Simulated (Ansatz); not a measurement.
We consider litharge SnO, described by PBEsol (PAW; Ansatz, a quantum-chemistry and plane-wave program).

Run with plane-wave cutoff 560 eV, 10×10×8 k mesh (along the axes of the cell as run), Fermi–Dirac smearing 0.01 eV, scalar-relativistic PAW data made under PBE.

Starting structure:

```
SnO
1.0
    3.80000     0.00000     0.00000
    0.00000     3.80000     0.00000
    0.00000     0.00000     4.84000
Sn O
2 2
Direct
  0.50000   0.00000   0.76200
  0.00000   0.50000   0.23800
  0.50000   0.50000   0.00000
  0.00000   0.00000   0.00000
```

Task: Into what structure does the relaxation of cell and atoms lead at this level, with the symmetry of the start kept?

Result: The volume drops by 1.6 %; final space group P4/nmm.
```
SnO
1.0
    3.80488     0.00000     0.00000
    0.00000     3.80488     0.00000
    0.00000     0.00000     4.74951
Sn O
2 2
Direct
  0.50000   0.00000   0.75747
  0.00000   0.50000   0.24253
  0.50000   0.50000   0.00000
  0.00000   0.00000   0.00000
```

Note: the solid has no gap at this level, which affects its response; the cell comes from a level without a dispersion term, which matters for the spacing of layers, chains or molecules.
